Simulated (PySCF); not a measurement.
# Working out the electron affinity of B

B⁻ [He] 2s2 2p2 (3P) → B [He] 2s2 2p1 (2P). Calculation: PySCF 2.14, in aug-cc-pVQZ (6s5p4d3f2g, 80 functions); no relativity, point nucleus. Frozen: 1s2. Energies in hartree (1 hartree = 27.21139 eV):

```json
{"part": "UHF", "B⁻ (lower)": "-24.521784", "B (upper)": "-24.532984"}
{"part": "MP2 opposite-spin", "B⁻ (lower)": "-0.052457", "B (upper)": "-0.043818"}
{"part": "MP2 same-spin", "B⁻ (lower)": "-0.014254", "B (upper)": "-0.003427"}
```

What does Hartree-Fock give?

(-24.532984) − (-24.521784) = -0.011200 hartree = -0.305 eV.

What do MP2 and SCS-MP2 (6/5 opposite-spin, 1/3 same-spin) give?

The opposite-spin parts differ by 0.235 eV and the same-spin parts by 0.295 eV. MP2: -0.305 + (0.235) + (0.295) = 0.225 eV. SCS-MP2: -0.305 + 1.2 × (0.235) + (0.295)/3 = 0.075 eV.

A first-order spin-orbit estimate adds -0.001 eV to MP2 (valence), giving 0.224 eV against 0.280 eV (measured; photodetachment measurements, as compiled on the Wikipedia data page of electron affinities).

What remains against the reference includes basis incompleteness, the frozen core and correlation beyond second order.
